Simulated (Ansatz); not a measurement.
Relaxed structures of NaBH2O, singlet (PBE0-D4/def2-TZVP; forces vanish, vibrations not checked; lower isomers may exist, and structures with a doubtful reference or unclear bonds are left out; Å). Program: Ansatz 0.2.0. Basis: def2-TZVPP. Cores are frozen in the correlated methods. The outer core shell of Li, Na, Mg and K is correlated. The def2 sets are not built for correlating such inner shells, so the correlated values are less sure here.

(1) Rank them by CCSD(T) energy, lowest first, and give each one's height above the lowest. Links in brackets join atoms within 1.22 times the sum of their covalent radii (1.1 for two metals). (To be estimated.)
A.
a complex of NaBO + H₂
```
5
angstrom
O -0.3188 0.0179 -0.0140
B -0.0067 1.0796 0.4854
Na 0.6135 3.1882 1.4773
H -1.1530 -2.8059 -1.3317
H -0.9586 -2.1498 -1.0260
```
B.
NaBH₂O ([OH][BH][Na])
```
5
angstrom
O -0.8773 -0.4459 -0.4511
B 0.2576 0.0702 0.1090
Na 0.1760 2.4210 0.9921
H -0.7706 -1.3508 -0.7671
H 1.2143 -0.6945 0.1172
```
C.
NaBH₂O ([BH][O][NaH])
```
5
angstrom
O 0.3105 0.5113 0.3782
B 0.5242 -0.5765 -0.0839
Na -0.1024 2.6150 1.2720
H -0.4435 4.3531 2.0106
H 0.7327 -1.6379 -0.5348
```
D.
NaBH₂O ([H]1[BH]2[O][Na]12)
```
5
angstrom
O -0.7552 0.2492 -0.0694
B 0.4995 0.0104 0.1423
Na -0.5729 2.1924 0.6599
H 1.2385 0.9371 0.6443
H 1.1091 -1.0184 -0.0769
```

No T1 diagnostic of these runs exceeds 0.016. The restricted Hartree–Fock reference is unstable towards an unrestricted one at one or more of these structures.

Results:

(1) By the calculation: D (0.00 kcal/mol), A (28.78 kcal/mol), C (35.08 kcal/mol), B (47.41 kcal/mol). Heights count from the lowest.

For scale, one of the runs: CCSD(T)/def2-TZVPP, 122 basis functions, launched by `ansatz run in.yaml --threads 2 --pin off --events-out ev --progress --plain --max-ram 4352MiB`. Hardware: 2 CPU threads of an Arm Neoverse V2, shared host. Wall time 9 s; peak host memory 0.6 GiB.
